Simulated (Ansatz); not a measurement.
Basis-set series for `CBN`. The species carries charge 0 and has multiplicity 1. All single points use the PBE0-D4/def2-TZVP geometry. It is one conformer, not always the lowest.

```csv
functional,basis,functions,energy (Eh),HOMO (eV),LUMO (eV)
PBE0-D4,def2-SVP,72,-121.12813,-8.18,1.13
PBE0-D4,def2-TZVPP,177,-121.26533,-8.32,0.82
ωB97M-V,def2-SVP,72,-121.20254,-10.58,3.22
ωB97M-V,def2-TZVPP,177,-121.34784,-10.73,2.29
```

Q: Give the rows for def2-QZVPP. (An estimate is asked.)

A: Ansatz gave: 
```tsv
functional	basis	functions	energy (Eh)	HOMO (eV)	LUMO (eV)
PBE0-D4	def2-QZVPP	351	-121.27288	-8.35	0.72
ωB97M-V	def2-QZVPP	351	-121.35506	-10.76	1.80
```

Positive LUMOs are unbound and depend on the basis.
